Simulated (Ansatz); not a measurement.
# SnPS3 (Pc, No. 7)

Level of theory: PBE0 (plane waves, PAW; Ansatz, a quantum-chemistry and plane-wave program).

Numerical settings: plane-wave cutoff 460 eV, 4×4×4 k mesh, Fermi–Dirac smearing 0.01 eV, scalar-relativistic PAW data made under PBE.

Cell (measured lattice):

Space group Pc (No. 7); a = 6.513 Å, b = 7.488 Å, c = 11.310 Å, α = γ = 90.00°, β = 124.00°

```csv
atom,site,symmetry,x,y,z
S,2a,1,0.1021,0.0517,0.6942
S,2a,1,0.9025,0.5520,0.3050
P,2a,1,0.8728,0.1392,0.1836
S,2a,1,0.7038,0.0538,0.2788
Sn,2a,1,0.8046,0.6144,0.0270
S,2a,1,0.3652,0.7437,0.0149
P,2a,1,0.1266,0.3553,0.3174
Sn,2a,1,0.2409,0.1245,0.0279
S,2a,1,0.6407,0.2489,0.9898
S,2a,1,0.2859,0.4367,0.2147
```

* **band gap**: 3.04 eV
* **smallest direct gap on the k points sampled**: 3.29 eV
* **direct gap at Γ**: 3.63 eV

Note: cell and atoms aren't relaxed at this level (pressure 0.5 GPa).

Spin–orbit coupling is not included.

The computed numbers hold no vibrational or temperature effects.
